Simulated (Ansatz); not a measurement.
**CHSi (quartet): the correlation ladder, def2-QZVPP**

The task here is to estimate one member of a computed series from the others.

Computed with Ansatz 0.2.0, Gaussian basis. Level: def2-QZVPP, core rule «outside noble gas», up to 6 orbitals frozen.

Plan: UHF; ROHF; CCSD(T) on UHF.

## What is computed

The geometry is a PBE0/def2-TZVP stationary point (not a proven minimum).

3 atoms, charge 0, spin multiplicity 4.

Atoms are counted from 1 here; the program's logs count them from 0.

Bond lengths: Si1–C2 1.840 Å, Si1–H3 1.533 Å. Angles: C2–Si1–H3 97.9°.

The first run:

in.yaml

```yaml
crystal:
  periodic: [false, false, false]
  atoms:
    - {symbol: Si, position_ang: [0.000000, -0.083231, 0.527232]}
    - {symbol: C, position_ang: [0.000000, 0.076222, -1.305753]}
    - {symbol: H, position_ang: [0.000000, 1.410897, 0.868536]}
basis:
  gaussian: {orbitals: "def2-QZVPP.json"}
magnetization: {spin_polarized: true, initial_magnetization: 3}
hamiltonian: {xc: hf}
output: {orbitals: {seedname: orbitals}}
```

The run is started by

```
> ansatz run in.yaml --threads 1 --pin off --events-out ev --progress --plain --max-ram 4096MiB --backend cpu
```

Among the steps run: UHF; ROHF; CCSD(T) on UHF.

One table of the session follows, with a row left open; its other results are not shown here.

| method | from UCCSD(T) (kcal/mol) |
| --- | --- |
| ROHF | ? |
| UHF | +145.04 |
| UMP2 | +33.66 |
| UCCSD | +7.03 |
| UCCSD(T) | 0 |

**Question.** Estimate the row for ROHF.

**Answer.** from UCCSD(T) (kcal/mol): +148.30. In the column «from UCCSD(T) (kcal/mol)» it is the highest.
